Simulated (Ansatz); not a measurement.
Consider the hydrogen abstraction from the Si–H bond: `F[SiH2][SiH3]` + H• → `F[SiH][SiH3]`• + H₂.

Computed with Ansatz on PBE0-D4/def2-TZVP structures; ΔE is electronic, products minus reactants. CBS: MP2 limit from def2 TZ/QZ plus the TZ coupled-cluster correction, frozen cores. This one scheme is used for every species, atoms too. Functionals use def2-TZVPP. No spin–orbit coupling; open shells (•) take unrestricted orbitals.

CCSD(T)/CBS gives -58.1 kJ/mol.

(1) Another level gave -66.9 kJ/mol. Which?
A. B97M-V/def2-TZVPP
B. HF/def2-TZVPP
C. ωB97M-V/def2-TZVPP
D. r2SCAN0/def2-TZVPP

Largest T1 diagnostic among the species: 0.015.

Results:

(1) D. r2SCAN0 -66.9, ωB97M-V -55.1, B97M-V -60.2, HF/def2-TZVPP -32.2 kJ/mol.

From PBE to PBE0 (25 % exact exchange), in def2-TZVPP and without D4, ΔE moves by +7.6 kJ/mol. Leaving LDA and LC-ωPBE aside and taking each functional with its dispersion term where it has one, the values, not all of them listed here, spread over 26.3 kJ/mol, from BLYP-D4 to PBE-QIDH. LDA lies +4.1 kJ/mol from PBE without D4.
